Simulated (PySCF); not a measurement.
Silicon: highly charged ions in a basis for the neutral atom

Si¹¹⁺ [He] 2s1, Si¹²⁺ 1s2. All numbers are calculated (PySCF 2.14, the spin-free X2C one-electron Hamiltonian (Gaussian nucleus), in x2c-TZVPall (5s5p2d1f, 37 functions)). No spin-orbit coupling, so a gap to NIST mixes the basis error with missing relativistic terms.

Changed run: basis of the neutral atom used for a highly charged ion. This setting is unsound on purpose.

```csv
species,method,sound run (hartree),changed run (hartree),converged
Si¹¹⁺,UHF,not run,-206.94781,yes
Si¹¹⁺,B3LYP,not run,-206.94766,yes
Si¹¹⁺,M06-L,not run,-207.03571,yes
Si¹²⁺,UHF,not run,-187.81543,yes
Si¹²⁺,B3LYP,not run,-187.76678,yes
Si¹²⁺,M06-L,not run,-187.97428,yes
```

Ionisation energy of Si¹¹⁺:

| method | changed run (eV) | NIST (eV) |
| --- | --- | --- |
| UHF | 520.62 | 523.41 |
| B3LYP | 521.94 | 523.41 |
| M06-L | 518.69 | 523.41 |

The contracted functions were made for the neutral atom and can be too rigid for a highly charged ion.
